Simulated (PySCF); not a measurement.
Assignment exercise: C5H12O

Mapped SMILES: `[CH3:1][CH2:2][O:3][CH:4]([CH3:5])[CH3:6]` (H(Xn): hydrogen on atom n).

Calculated, not measured (PySCF 2.14.0 with density-fitted response routines): couplings computed with B3LYP/pcJ-1 (without the spin–dipole term), PBE0-D3(BJ)/def2-SVP structure, shieldings: GIAO KT3/pcSseg-1. In vacuum, rapidly exchanging positions averaged, relativity neglected, a single conformation.

Shifts are taken against calculated references (same method and geometry level): 13C (σ = 182.31 ppm) and 1H (σ = 31.32 ppm) against TMS.

Question: Assign these signals to the numbered atoms. 13C{1H} NMR (computed): δ 73.7 (CH), 65.8 (CH2), 22.2 (CH3), 18.3 (CH3).

Answer: 
```tsv
δ (ppm)	atoms	environment	reason
73.7	C4	sp3 CH bonded to O	the inductive effect lowers its shielding
65.8	C2	sp3 CH2 bonded to O	deshielded by the electronegative neighbour
22.2	C5/C6	methyl carbon	a saturated carbon with 1 carbon neighbour and no heteroatom attached
18.3	C1	methyl carbon	–
```

Question: Assign these signals to the numbered atoms. 1H NMR (600 MHz, computed): δ 3.40 (q, J = 7.8 Hz, 2H), 3.34 (sept, J = 6.7 Hz, 1H), 1.22 (t, J = 7.8 Hz, 3H), 1.10 (d, J = 6.7 Hz, 6H).

Answer: 
| δ (ppm) | atoms | environment | reason |
| --- | --- | --- | --- |
| 3.40 | H(C2) | hydrogen on an sp3 CH2 bonded to O | its carbon carries O, which withdraws density |
| 3.34 | H(C4) | hydrogen on an sp3 CH bonded to O | its carbon carries O, which withdraws density |
| 1.22 | H(C1) | hydrogen on a methyl carbon | – |
| 1.10 | H(C5)/H(C6) | hydrogen on a methyl carbon | – |

H(C2) and H(C4) lie closer than the usual error of such a calculation, so a measured spectrum could show them in the other order.

Splittings below 1 Hz are ignored in the labels, and close J values are merged. Unscaled 3J(H,H) at this level run about 10 % above measured values. Shifts are as computed, not scaled to solution data. Of 1211 compounds with measured shifts, 218 miss one by over three times the rms of a fit or turn the order of signals round; such compounds aren't used in these exercises.
